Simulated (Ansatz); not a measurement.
## Relaxing Hf

Theory: DFT r2SCAN, scalar-relativistic, plane waves, PAW in Ansatz 0.2.0. Cutoff 500 eV, Γ-centred k mesh, Gaussian smearing, no spin polarisation in the final step.

Hf was placed on the diamond structure type (Fd-3m, No. 227), at a guessed volume.

```yaml
crystal:
  lattice:
    - [0.00000, 2.94089, 2.94089]
    - [2.94089, 0.00000, 2.94089]
    - [2.94089, 2.94089, 0.00000]
  atoms:
    - { symbol: Hf, position: [0.50000, 0.50000, 0.50000] }
    - { symbol: Hf, position: [0.75000, 0.75000, 0.75000] }
```

Cell and atoms relax at zero pressure; the relaxation can't lower the symmetry of the start. After a coarse first stage the cell is made exact in the group found at 0.06 Å.

Energies count from the standard state of Hf at the same level.

Q: Describe the relaxed structure.

A: It keeps Fd-3m (No. 227). The result has the diamond structure. Conventional cell: a = 6.473 Å. Hf has 4 Hf at 2.80 Å.

```xyz
2
Lattice="0.0000 3.2364 3.2364 3.2364 0.0000 3.2364 3.2364 3.2364 0.0000" Properties=species:S:1:pos:R:3 pbc="T T T"
Hf    3.2364    3.2364    3.2364
Hf    4.8547    4.8547    4.8547
```

Q: What are its volume, energy, density and gap?

A: The volume per atom is 33.90 Å³ and the density is 8.74 g/cm³. The energy over the standard structure is 2.98 eV/atom and the gap on the 14×14×14 mesh is 0 eV (a metal).

The final run used a 14×14×14 mesh on its 2-atom cell and 0.10 eV smearing. For metals, differences of a few meV/atom aren't resolved. Spin–orbit coupling is left out. A structure relaxed within its symmetry needn't be a true minimum. The steps took roughly 2.9 core-minutes in all.